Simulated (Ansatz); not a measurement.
Predict the output of the script below (Ansatz's Python interface).

`c3h10n2_conformers.py`:
```python
"""Conformer energies of C3H10N2."""

import ansatz as az
from rdkit import Chem
from rdkit.Chem import AllChem


def main() -> None:
    rd = Chem.AddHs(Chem.MolFromSmiles("CCC(N)N"))
    ids = list(AllChem.EmbedMultipleConfs(rd, numConfs=20, randomSeed=24, pruneRmsThresh=0.4))
    field = [energy for _, energy in AllChem.MMFFOptimizeMoleculeConfs(rd)]
    distinct = {round(e, 2): i for i, e in zip(ids, field)}
    chosen = sorted(distinct.items())[:4]
    found = []
    for force_field, index in chosen:
        system = az.Crystal.molecule()
        for atom, xyz in zip(rd.GetAtoms(), rd.GetConformer(index).GetPositions()):
            system = system.atom(atom.GetSymbol(), xyz.round(5).tolist())
        calculation = (
            system.calculation()
            .basis(gaussian="6-31G*")  # atom-centred Gaussian functions
            .functional("pbe0", dispersion="d4")
        )
        found.append(calculation.run().report["free_energy_ev"])
    print("conformer   MMFF (kcal/mol)   this level (eV)")
    for (force_field, index), e in zip(chosen, found):
        print(f"{index:9d} {force_field - chosen[0][0]:17.2f} {(e - min(found)):17.3f}")


if __name__ == "__main__":
    main()
```

`python c3h10n2_conformers.py` gives:
```text
conformer   MMFF (kcal/mol)   this level (eV)
        2              0.00             0.000
        0              0.35             0.013
```

The conformers keep their force-field geometries. Run time: 8.1 s on 1 thread of Arm Neoverse V1, with other jobs on the host, peak memory 0.31 GiB.

(Lines on the test bed's own set-up are left out of the output.)
